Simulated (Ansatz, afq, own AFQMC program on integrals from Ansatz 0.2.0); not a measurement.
## CH4ClSSi, doublet: AFQMC among the cluster methods

```yaml
atoms:
  - { symbol: C, position_ang: [-1.1304, 0.0469, 1.0500] }
  - { symbol: S, position_ang: [0.2512, 1.1630, 0.6391] }
  - { symbol: Si, position_ang: [1.1818, 0.1197, -0.9648] }
  - { symbol: Cl, position_ang: [1.7012, -1.8293, -0.4280] }
  - { symbol: H, position_ang: [-1.9084, 0.0794, 0.2749] }
  - { symbol: H, position_ang: [-0.7714, -0.9826, 1.1845] }
  - { symbol: H, position_ang: [-1.5503, 0.4093, 1.9978] }
  - { symbol: H, position_ang: [2.4312, 0.8927, -1.2526] }
```

Basis def2-SVP. Only valence electrons are correlated. Ansatz 0.2.0 and our own AFQMC program on the same integrals; the CISD trial comes from CCSD amplitudes, and released means the phaseless constraint is let go. ± is one standard error of the sampling.

Determinant: UHF, the one that the program's search chose, which needn't be the lowest solution. The geometry is a PBE0/def2-SVP stationary point of this or a neighbouring charge and spin state.

No full CI on the walks' own integrals is used here. The released AFQMC energy serves as the reference, which it does only where one determinant dominates, the energy is flat over the last release times and near the phaseless one (40 meV or 2 meV an electron, half that with transition metals). On small molecules, where full CI could be run and the noise was under 10 meV, such values lay within 10 meV of it in 19 cases of 20, a flattering rate, since the rule was set on those same cases; what remains of the bias isn't in the error bar.

Cautions: the released value is read at 0.90 1/Eh with a noise of 14 meV, more than in the cases checked (meV from the phaseless value at times in 1/Eh: -17 ± 9 at 0.21, -33 ± 8 at 0.42, -31 ± 12 at 0.63, -24 ± 14 at 0.90).

```
T1 diagnostic                               : 0.0135
weight of the determinant in the CISD state : 0.800
⟨S²⟩ of the determinant                     : 0.756
size of the correlated space                : 25 electrons in 72 orbitals
```

```csv
level,correlation energy (eV)
MP2,-13.1942
CCSD,-14.6308
CCSD(T),-15.0504
```

Estimate where AFQMC with the constraint released lies against CCSD(T) on the same integrals.

7.1 ± 1.3 kJ/mol below CCSD(T).

Reference: AFQMC with the constraint released, correlation energy -15.124 ± 0.014 eV.

| level | E − E(reference) (kJ/mol) | share of correlation (%) |
| --- | --- | --- |
| CCSD(T) | 7.1 ± 1.3 | 99.52 |
| ph-AFQMC/CISD | 2.4 ± 1.5 | 99.84 |

Released energies are given only where the last usable release times agree within the noise; a slower fall can still hide under it.
